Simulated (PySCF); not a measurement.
**AlO under electron impact: the energy ladder**

PBE0 in PySCF with def2-TZVPPD on every atom, for the lowest determinant that a PBE0 search found; no spin–orbit coupling.

```tsv
species	state (unpaired electrons)	Re (Å)	ωe (cm⁻¹)	energy of the minimum from the neutral (eV)	De (eV)	dissociates to
AlO	doublet (σ ↑)	1.619	967	0.00	5.06	Al + O
AlO⁺	triplet (σ ↑, π ↑)	1.733	765	9.73	1.42	Al⁺ + O
AlO⁻	singlet (closed shell)	1.636	984	-2.45	6.13	Al + O⁻
```

Question: Work out the lowest energy to break AlO into atoms, from its vibrational ground state.

Answer: D0 = De − ωe/2 = 5.06 − 0.06 = 5.00 eV (PBE0/def2-TZVPPD).

Question: Work out the ionisation energy of the Al atom at this level and the threshold of dissociative ionisation.

Answer: IE(Al) = 9.73 + 1.42 − 5.06 = 6.09 eV, so Al⁺ + O + e⁻ appears at D0 + IE(Al) = 11.09 eV (PBE0/def2-TZVPPD). The measured IE(Al) is 5.986 eV (NIST ASD).

Question: Work out the electron affinity of the O atom and the threshold of dissociative attachment.

Answer: EA(O) = 5.06 − 6.13 − (-2.45) = 1.38 eV, so Al + O⁻ needs D0 − EA(O) = 3.62 eV (PBE0/def2-TZVPPD). The measured EA(O) is 1.461 eV.

Question: At which energy does ion-pair formation open?

Answer: Al⁺ + O⁻ lies at D0 + IE(Al) − EA(O) = 9.71 eV (PBE0/def2-TZVPPD).

These are thermodynamic thresholds; the onsets seen under electron impact lie higher where the geometry changes, and cross-sections peak well above them.

For an ion De counts to the pair picked by the measured ionisation energies or electron affinities, which need not be the lowest pair at this level. States were picked by a PBE0 search and need not be the measured ground states.
